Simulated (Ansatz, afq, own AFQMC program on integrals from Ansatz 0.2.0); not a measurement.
## AlGe, quartet in cc-pVDZ, levels against full CI

```tsv
atom	x (Å)	y (Å)	z (Å)
Ge	0.0000	0.0000	0.0000
Al	0.0000	0.0000	2.4669
```

Basis cc-pVDZ. Noble-gas cores (and the filled d shells of Ga–Kr and In–Xe) are frozen. Integrals, coupled cluster, full CI and functionals: Ansatz 0.2.0; the random walks run on the same integrals in our own AFQMC program. The CISD trial takes its coefficients from CCSD amplitudes. Released means that phaseless walkers are propagated on without the constraint, phases kept. Uncertainties: one standard error, sampling alone. No spin–orbit coupling.

Determinant: UHF, the one that the program's search chose, which needn't be the lowest solution. The geometry is a point of a scan.

Full CI on the same integrals is exact in this basis and with this determinant's frozen core.

Cautions: no relativity below Rb; no spin-orbit coupling; inner d shell frozen; lower spins were not checked; the released energies have errors that jump between times, so the bars are unsure, so no released level is given (meV from the phaseless value at times in 1/Eh: -4.5 ± 1.3 at 0.24, -7.5 ± 1.0 at 0.51, -79 ± 67 at 0.99, 35 ± 52 at 1.62, -19.6 ± 0.7 at 2.40).

The T1 diagnostic is 0.0334 and the weight of the determinant in the CISD state is 0.865. The ⟨S²⟩ of the determinant is 3.770 and the size of the correlated space is 7 electrons in 26 orbitals.

Reference: full CI, correlation energy -3.474 eV.

```
        level  E − E(reference) (mEh)  share of correlation (%)
           HF                  127.68                      0.00
          MP2                   34.77                     72.77
         CCSD                    6.96                     94.55
      CCSD(T)                    1.85                     98.55
        CCSDT                    0.40                     99.69
     CCSDT(Q)                    0.02                     99.99
       CCSDTQ                    0.01                     99.99
  ph-AFQMC/HF             1.51 ± 0.78                     98.82
ph-AFQMC/CISD             0.88 ± 0.05                     99.31
```

CCSDT and higher add their correlation energy to the determinant of the CCSD(T) run, since their own runs factorise the integrals more tightly (a shift of under 2 meV). A walk keeps the symmetry of its determinant, which the program's search chose and which needn't be the lowest solution, so a lower state of the same spin and another symmetry isn't excluded.
